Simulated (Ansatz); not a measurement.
Cartesian coordinates in Å:
```
C -1.059 -0.219 -1.529
O -0.806 -0.178 -0.141
C 0.503 0.063 0.181
C 0.628 0.248 1.664
F 1.289 -1.020 -0.206
H -2.136 -0.323 -1.653
H -0.729 0.708 -2.015
H -0.556 -1.068 -2.000
H 0.896 0.918 -0.390
H 0.239 -0.635 2.173
H 0.056 1.121 1.979
H 1.674 0.388 1.936
```

The species carries charge 0 and has multiplicity 1.

Q: List the r2SCAN/def2-TZVPP orbital energies in eV (Ansatz). (Best estimate.)

A: Computed: Occupied: -665.71, -516.33, -276.36, -274.31, -272.96, -31.43, -27.79, -20.15, -17.92, -15.86, -13.44, -13.27, -12.32, -11.15, -10.71, -9.93, -9.89, -9.47, -8.65, -7.87, -7.00. Lowest empty: 1.46, 2.08, 2.36, 2.57, 2.88, 3.44, 3.54, 3.73.
